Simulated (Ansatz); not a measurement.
Reaction (SMILES): O (H2O) → 2 H atom + O atom
B3LYP-D3(BJ)/def2-TZVP geometries, fixed; electronic energies without zero-point terms.
Largest species:
```xyz
3

O      0.0070     0.0013     0.1167
H     -0.0500     0.7593    -0.4742
H     -0.0062    -0.7700    -0.4592
```

Energies in hartree at PBE0 with Ansatz (a quantum-chemistry and plane-wave program); the atomisation energy is their sum with the coefficients shown, times 627.509 kcal/mol a hartree. All functions are spherical. The program fits the integrals of some runs and decomposes those of others, by size. Open shells are unrestricted. No added dispersion term, no relativity.

| species | coefficient | part | cc-pVDZ | cc-pVTZ | cc-pVQZ |
|---|---|---|---|---|---|
| O (H2O) | -1 | PBE0 | -76.33882 | -76.37433 | -76.38349 |
| H atom | +2 | PBE0 | -0.50029 | -0.50104 | -0.50123 |
| O atom | +1 | PBE0 | -74.99304 | -75.01427 | -75.02042 |

**Question.** Predict the atomisation energy in cc-pV5Z (X = 5): let each PBE0 step shrink by the ratio of the last two. Compare with the run.

**Answer.** 
- O (H2O): steps -0.03551 and -0.00916, ratio 0.258, so PBE0 -76.38585 (run: -76.38683).
- H atom: steps -0.00075 and -0.00019, ratio 0.253, so PBE0 -0.50128 (run: -0.50131).
- O atom: steps -0.02123 and -0.00615, ratio 0.290, so PBE0 -75.02220 (run: -75.02252).
Predicted 226.59 kcal/mol; the run in cc-pV5Z gives 226.96, a miss of -0.38. Keeping the value in cc-pVQZ, 226.29, would miss by -0.68. All sums are of the energies as printed.
